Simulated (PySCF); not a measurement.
# Excitation energies in several basis sets

Compound: C2Cl4.
SMILES with atom numbers: `[Cl:1][C:2]([Cl:3])=[C:4]([Cl:5])[Cl:6]`

TDDFT with PBE0 (PySCF), vertical singlets, core orbitals frozen in the response, spherical d and f functions. Isolated species at its PBE0-D3(BJ)/def2-SVP geometry, gas phase.

Question: How do the low singlets change with the basis? Take 6-31G*, def2-SVP, 6-31+G*, def2-SVPD, aug-cc-pVDZ, def2-TZVP, def2-TZVPD and aug-cc-pVTZ.

Answer: 

| basis | functions | diffuse | S1 (eV) | S2 (eV) | S3 (eV) | S4 (eV) | S5 (eV) | LUMO (eV) | α (au) |
| --- | --- | --- | --- | --- | --- | --- | --- | --- | --- |
| 6-31G* | 100 | no | 5.37 | 5.82 | 5.90 | 6.09 | 6.49 | -0.93 | 60.9 |
| def2-SVP | 100 | no | 5.58 | 6.09 | 6.36 | 6.40 | 6.42 | -0.86 | 58.1 |
| 6-31+G* | 124 | yes | 5.28 | 5.69 | 5.74 | 5.96 | 6.42 | -1.11 | 70.2 |
| def2-SVPD | 148 | yes | 5.26 | 5.79 | 5.84 | 5.85 | 6.30 | -1.26 | 81.8 |
| aug-cc-pVDZ | 154 | yes | 5.27 | 5.68 | 5.70 | 5.85 | 6.37 | -1.13 | 81.1 |
| def2-TZVP | 210 | no | 5.33 | 5.75 | 5.82 | 5.82 | 6.29 | -1.11 | 72.8 |
| def2-TZVPD | 258 | yes | 5.20 | 5.55 | 5.59 | 5.73 | 6.24 | -1.21 | 83.5 |
| aug-cc-pVTZ | 292 | yes | 5.25 | 5.63 | 5.65 | 5.78 | 6.30 | -1.16 | 83.0 |

States are compared by their number. Against the largest diffuse basis here (aug-cc-pVTZ, itself not a converged limit), sets without diffuse functions differ by up to 0.33 eV in S1 and 0.19 eV in S5; the smaller diffuse sets differ by up to 0.05 and 0.12 eV. State by state, the largest deviation of a set without diffuse functions is S1 0.33, S2 0.46, S3 0.70, S4 0.63, S5 0.19 eV. The same number needn't mean the same state in each row. Against aug-cc-pVTZ the polarisability deviates by -27% in 6-31G*, -30% in def2-SVP, -15% in 6-31+G*, -1% in def2-SVPD, -2% in aug-cc-pVDZ, -12% in def2-TZVP, +1% in def2-TZVPD.
